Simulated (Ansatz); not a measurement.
Reaction: C3H8S (methylsulfanylethane, SMILES C(C)SC) → C2H5 (SMILES [CH2]C, doublet) + CH3S (SMILES C[S], doublet) (the C-S bond breaks)
Each species at its own B3LYP-D3(BJ)/def2-TZVP minimum (Ansatz, a program for electronic structure), one conformer.

Total energies in hartree (Ansatz). UHF or UKS for unpaired electrons; spin-orbit terms are left out. Cores are frozen in correlated methods. No relativity.

```csv
species,HF/cc-pV(T+d)Z,CCSD(T)/cc-pV(T+d)Z,HF/cc-pV(Q+d)Z,CCSD(T)/cc-pV(Q+d)Z,CCSD(T)/cc-pV(D+d)Z,CCSDT(Q)/cc-pV(D+d)Z
1: C3H8S (SMILES CCSC),-515.85178,-516.64995,-515.86308,-516.70464,-516.45451,-516.45679
"2: C2H5 (SMILES C[CH2], doublet)",-78.62785,-79.00245,-78.63306,-79.02569,-78.91562,-78.91668
"3: CH3S (SMILES [S]C, doublet)",-437.15352,-437.52789,-437.15975,-437.55673,-437.42442,-437.42565
```

Question: Work out the bond dissociation energy (electronic) in kcal/mol: take Hartree-Fock from cc-pV(Q+d)Z, extrapolate the CCSD(T) correlation energy as X^-3 (X = 3, 4), and add CCSDT(Q) - CCSD(T) in cc-pV(D+d)Z. 1 hartree = 627.51 kcal/mol.

Answer: 
Species 1: correlation (64·(-0.84156) - 27·(-0.79817))/37 = -0.87322; step -0.00228; E1 = -515.86308 + (-0.87322) + (-0.00228) = -516.73858
Species 2: correlation (64·(-0.39263) - 27·(-0.37460))/37 = -0.40579; step -0.00106; E2 = -78.63306 + (-0.40579) + (-0.00106) = -79.03991
Species 3: correlation (64·(-0.39698) - 27·(-0.37437))/37 = -0.41348; step -0.00123; E3 = -437.15975 + (-0.41348) + (-0.00123) = -437.57446
-1·E1 +1·E2 +1·E3 = 0.12421 hartree = 77.9 kcal/mol.
